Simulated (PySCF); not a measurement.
J couplings in trans-1,2-difluoroethene

Molfile (atoms numbered from 1):
```
C2H2F2
     RDKit          3D

  6  5  0  0  0  0  0  0  0  0999 V2000
    1.3349   -1.1603   -0.0008 F   0  0  0  0  0  0  0  0  0  0  0  0
    0.6632   -0.0070   -0.0231 C   0  0  0  0  0  0  0  0  0  0  0  0
   -0.6556   -0.0022    0.0096 C   0  0  0  0  0  0  0  0  0  0  0  0
   -1.3277    1.1503   -0.0153 F   0  0  0  0  0  0  0  0  0  0  0  0
    1.2859    0.8772   -0.0699 H   0  0  0  0  0  0  0  0  0  0  0  0
   -1.2776   -0.8870    0.0559 H   0  0  0  0  0  0  0  0  0  0  0  0
  1  2  1  0
  2  3  2  0
  3  4  1  0
  2  5  1  0
  3  6  1  0
M  END
```

Indirect spin–spin couplings were computed at B3LYP/pcJ-2 (PySCF 2.14) on a PBE0-D3(BJ)/def2-TZVP structure, for the isolated molecule, without vibrational or relativistic corrections. Couplings are averaged over pairs made equivalent by symmetry, fast rotation or ring inversion, so a value needn't be that of the named pair in this geometry, while other rotamers aren't included; one pair stands for each set, and the list holds those of at least 0.8 Hz over up to four bonds. One-bond C–F couplings come out tens of Hz too large with common functionals.

Isotopes: 19F, 13C, 1H.

```tsv
pair	bonds	J (Hz)
F1, C2	1	?
C2, C3	1	119.2
C2, H5	1	207.3
F1, C3	2	?
F1, H5	2	83.6
C2, H6	2	7.0
F1, F4	3	-167.2
F1, H6	3	3.6
H5, H6	3	?
```

Problem. Estimate the withheld couplings, with signs.

Solution. 
- 1J(F1,C2) = -320.4 Hz (bond length 1.335 Å)
- 2J(F1,C3) = 50.4 Hz (angle at C2 120°)
- 3J(H5,H6) = 10.7 Hz (dihedral angle 180°)
